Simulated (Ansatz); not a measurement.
`CC(CF)CF` + H₂ → `CC(C)CF` + H–F at 600 K and 1 bar (hydrogenolysis of a C–F bond).

Program: Ansatz. Geometries: PBE0-D4/def2-TZVP. ΔE: electronic, gas phase. CBS: MP2 limit from def2 TZ/QZ plus the TZ coupled-cluster correction, frozen cores. This one scheme is used for every species. Each species was taken in one conformer, which may not be the lowest.

| species | CCSD(T)/CBS energy (Eh) | H − E (kJ/mol) | S (J/(mol·K)) |
| --- | --- | --- | --- |
| `CC(CF)CF` | -356.60649 | 375.1 | 442.3 |
| H₂ | -1.17544 | 43.9 | 150.8 |
| `CC(C)CF` | -257.42520 | 388.8 | 416.4 |
| H–F | -100.39570 | 42.3 | 194.0 |

H − E and S are ideal-gas, rigid-rotor, harmonic terms from PBE0-D4/def2-TZVP, for one conformer and one mirror image of each species. For small species the MP2-based limit differs from directly extrapolated CCSD(T) by up to some mEh (0.8 for H₂); such offsets cancel only in part. 1 Eh = 2625.50 kJ/mol, R = 8.31446 J/(mol·K).

Task: By hand: ΔE, ΔH, ΔS and ΔG.

Result: ΔE = (-257.42520) + (-100.39570) − (-356.60649) − (-1.17544) = -0.03897 Eh = -102.3 kJ/mol. Δ(H − E) = 388.8 + 42.3 − 375.1 − 43.9 = 12.1, so ΔH = -90.2 kJ/mol. ΔS = 416.4 + 194.0 − 442.3 − 150.8 = 17.3 J/(mol·K). ΔG = -90.2 − 600 × (17.3)/1000 = -100.6 kJ/mol.

Task: By hand: the equilibrium constant, and the temperature at which ΔG would vanish if ΔH and ΔS stayed fixed.

Result: log₁₀ K = −ΔG/(RT ln 10) = 8.8. ΔH and −TΔS have one sign here, so there is no such temperature.

ΔH outweighs TΔS. A doubt of 5 kJ/mol in ΔE shifts log₁₀ K by 0.4 here. Other conformers and mirror images would add mixing entropy, several J/(mol·K) or more a flexible species. These are equilibria of isolated gas molecules and say nothing of rates. Largest T1 diagnostic: 0.010 (customary marks: 0.02 for closed shells, 0.045 for open ones).
